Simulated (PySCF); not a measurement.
C₂H₆S.

```xyz
9

C     -1.4424     0.7545    -0.3609
C     -0.4922    -0.4271    -0.4898
S      1.0222    -0.2517     0.4912
H     -2.3551     0.5787    -0.9380
H     -0.9769     1.6698    -0.7352
H     -1.7153     0.9187     0.6833
H     -0.9577    -1.3403    -0.1117
H     -0.2253    -0.6107    -1.5319
H      1.4828     0.8466    -0.1214
```
Charge 0, spin multiplicity 1.

Geometry: ωB97X-D3(BJ)/def2-TZVP. The values are those of a single conformer.

Calculation: PBE/pcSseg-1 run with PySCF. Non-relativistic, no solvent.

Computed absolute GIAO shielding of each atom: isotropic value and principal components (ppm):
```csv
atom,σ(iso),σ11,σ22,σ33,span
C1,157.4,139.0,150.4,182.9,43.8
C2,154.3,136.8,158.0,168.2,31.4
S3,546.8,395.6,475.3,769.5,373.9
H4,30.0,25.3,27.1,37.4,12.1
H5,30.6,27.0,29.2,35.5,8.5
H6,30.1,26.9,28.4,35.1,8.2
H7,29.5,24.0,28.4,36.0,12.0
H8,28.7,22.3,28.3,35.5,13.2
H9,30.2,23.6,28.6,38.4,14.9
```
